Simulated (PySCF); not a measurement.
hydrogen sulfide cation (H2S), SMILES S (connectivity only; charge and spin as stated), charge +1, multiplicity 2.

The structure is a stationary point at PBE-D3(BJ)/def2-TZVPD. The spin state was assumed, not searched.

All values below come from PySCF with ωB97X/def2-TZVPD.

Isolated molecule, no solvent.

Problem. Estimate the frontier levels, dipole moment and polarisability. (Estimate from the structure and the level; the computed values follow.)

Solution. 
```
Property                                                            Value
------------------------------------------------  -----------------------
α spin, highest occupied and lowest empty level       -20.53 and -5.22 eV
β spin, highest occupied and lowest empty level      -21.50 and -10.87 eV
dipole moment about the centre of nuclear charge                0.305 e·Å
mean static polarisability                           15.7 bohr³ (2.32 Å³)
polarisability, principal values                   13.2, 16.5, 17.4 bohr³
⟨S²⟩                                              0.755 (pure state 0.75)
```
